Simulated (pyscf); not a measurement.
Thermochemistry of product channels of H₂N–GaH₂ + NH₃ on the singlet surface, in kcal/mol, from ωB97M-D3(BJ)/def2-TZVP energies (ideal gas, 1 atm, RRHO with modes under 100 cm⁻¹ raised to 100, one conformer, R ln 2 for chiral ones without a mode under 150 cm⁻¹). Single points on ωB97X-D3(BJ)/def2-SVP structures (PySCF, gas phase).

```tsv
products	ΔE	ΔH(298 K)	ΔG(298 K)	ΔG(1200 K)
H₂N–NH–GaH₂ + H₂	+47.9	+44.3	+46.3	+50.1
H₂N–GaH–NH₂ + H₂	-2.6	-5.5	-4.3	-4.4
```

These are energies of the channels, which say nothing of barriers. Elements up to Kr have no core potential and no relativistic terms here.
